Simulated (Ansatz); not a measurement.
The input, for Ansatz 0.2.0:

```yaml
crystal:
  periodic: [false, false, false]
  atoms:
    - {symbol: P, position_ang: [0.000000, 0.000000, -1.637933]}
    - {symbol: C, position_ang: [0.000000, 0.000000, -0.058233]}
    - {symbol: Si, position_ang: [0.000000, 0.000000, 1.696167]}
basis:
  gaussian: {orbitals: cc-pVDZ}
magnetization: {spin_polarized: false, initial_magnetization: 3}
correlation: {method: fic_mrcisd_q, electrons: outside_noble_gas, active_space: {window: {electrons: 11, orbitals: 11}, shells: [{species: C, l: s, shell: 2}, {species: C, l: p, shell: 2}, {species: P, l: p, shell: 3}, {species: Si, l: s, shell: 3}, {species: Si, l: p, shell: 3}]}}
```

```sh
$ ansatz run in.yaml --threads 1 --pin off --events-out ev --progress --plain --max-ram 2393MiB
```

Output:

```
922 factors; integrals over basis functions are off by at most 1.5e-7 eV
mean field evaluation 1: about -18157.1261 eV, gradient 1.7e1 eV
mean field evaluation 2: about -18157.1329 eV, gradient 1.7e1 eV
mean field evaluation 4: about -18158.8384 eV, gradient 5.6e0 eV
mean field evaluation 8: about -18160.2062 eV, gradient 6.9e-1 eV
mean field evaluation 16: about -18160.2202 eV, gradient 1.9e-6 eV
mean field evaluation 32: about -18159.8196 eV, gradient 8.5e-2 eV
mean field evaluation 64: about -18160.1710 eV, gradient 1.4e0 eV
mean field -18160.22019655 eV, -667.3757827839 hartree, gradient 1.9e-6 eV, S^2 3.750000; 5 other end points of the search recorded, 0 dependent functions left out
reference -18160.22019655 eV, -667.3757827839 hartree; 19, 16 occupied and 31, 34 virtual orbitals, 922 factors
state -18163.89475107 eV, -667.5108201717 hartree
contracted CI cycle   1: correlation 0.00000000 eV, 0.0000000000 hartree, residual 1.70e1 eV
contracted CI cycle   2: correlation -4.63200429 eV, -0.1702230182 hartree, residual 3.55e0 eV
contracted CI cycle   3: correlation -4.83804532 eV, -0.1777948861 hartree, residual 9.21e-1 eV
contracted CI cycle   4: correlation -4.85222704 eV, -0.1783160546 hartree, residual 3.03e-1 eV
contracted CI cycle   5: correlation -4.85371136 eV, -0.1783706025 hartree, residual 1.05e-1 eV
contracted CI cycle   6: correlation -4.85388044 eV, -0.1783768161 hartree, residual 3.35e-2 eV
contracted CI cycle   7: correlation -4.85389675 eV, -0.1783774156 hartree, residual 9.28e-3 eV
contracted CI cycle   8: correlation -4.85389801 eV, -0.1783774618 hartree, residual 2.40e-3 eV
contracted CI cycle   9: correlation -4.85389810 eV, -0.1783774649 hartree, residual 6.66e-4 eV
state -18163.89475107 eV, -667.5108201717 hartree; corrected -18169.20827660 eV, -667.7060886332 hartree
Total energy: -18169.20827660 eV, -667.7060886332 hartree
Checks for a lower state left out: starts, orbital_swaps
```

Natural occupations: 1.9752 1.9682 1.9155 1.9155 1.0061 0.9998 0.9998 0.0866 0.0866 0.0261 0.0206.

Ran on 1 thread of AMD EPYC, shared host: 53 s wall, 0.95 GiB peak host memory.
